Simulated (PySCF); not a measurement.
Species: C₄H₁₂P (charge +1).
SMILES with atom numbers: `[CH3:1][P+:2]([CH3:3])([CH3:4])[CH3:5]` (hydrogens: H6, H7, H8 on C1; H9, H10, H11 on C3; H12, H13, H14 on C4; H15, H16, H17 on C5)

Computed, not measured: core-valence-separated Tamm–Dancoff BHandHLYP/aug-pcX-1 (pcseg-1 on H, def2-SVPD on P) in PySCF, non-relativistic, gas phase, PBE0-D3(BJ)/def2-SVP geometry. No empirical shift is added; at this level the pattern usually sits a few eV under experiment.

**Question.** What does the C 1s absorption edge look like?

**Answer.** 
```tsv
E (eV)	f	core hole on	main final orbital
286.33	0.1937	C1/C3/C4/C5	spread (4 roots, f summed)
286.59	0.0083	C1/C3/C4/C5	LUMO (4 roots, f summed)
287.08	0.2208	C1/C3/C4/C5	spread (8 roots, f summed)
```

The first line with a tenth or more of the strongest one's intensity is at 286.33 eV (f = 0.194, sum of 4), with the hole on C1/C3/C4/C5 (sp3 carbon bound to phosphorus). The strongest listed is at 287.08 eV (f = 0.221, sum of 8; C1/C3/C4/C5).

Roots within 0.03 eV whose holes lie on the same, on equivalent or on shared atoms are summed into one line, and the highest roots are left out, as the search may have cut off their partners. Final orbitals are the ground state's empty Kohn–Sham orbitals.

**Question.** What are the wavelength and the wavenumber of the 286.33 eV line?

**Answer.** λ = 12398.42 eV Å/286.33 eV = 43.301 Å; 2.3094 × 10⁶ cm⁻¹.

The ionisation thresholds weren't computed; near and above them a finite basis only mimics Rydberg series and continuum.
